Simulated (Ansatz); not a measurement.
Multireference treatment of F₂, singlet

Calculated in Ansatz's Gaussian-basis code. Basis cc-pVTZ, nonrelativistic, 2 orbitals frozen in the corrections. State-specific CASSCF; RHF is the lowest restricted (open-shell) Hartree–Fock solution met. Letters tell apart solutions met in one space. No symmetry is imposed, so a solution can break that of the shape. Lower solutions, or ones in other orbitals, may exist. The orbital stability of a CASSCF solution shown is undecided. A CASSCF solution shown is a saddle point in the orbitals.

Geometry: bond length 4.2360 Å. A bond is stretched, to 3.72 times the sum of the covalent radii.

CASSCF less RHF, in eV, and natural occupations:

```
     CAS   CASSCF                         occupations
(10,6) a  -10.463  2.00, 2.00, 2.00, 2.00, 1.00, 1.00
(10,6) b  -10.460  2.00, 2.00, 2.00, 2.00, 1.00, 1.00
```

Question: What totals less RHF do the corrections give on each solution?

Answer: 

```
     CAS  SC-NEVPT2
(10,6) a    -20.960
(10,6) b    -20.957
```

Question: Roughly how much CPU time does a whole run from the default start take (median of such runs, summed over threads; nearly all runs on one pinned thread of a shared server, mostly Xeon at 2.3 to 2.6 GHz, by a development driver)?

Answer: CAS(10,6) a: about 12 s; CAS(10,6) b: about 14 s. Other jobs ran beside these, and the count of passes differs.
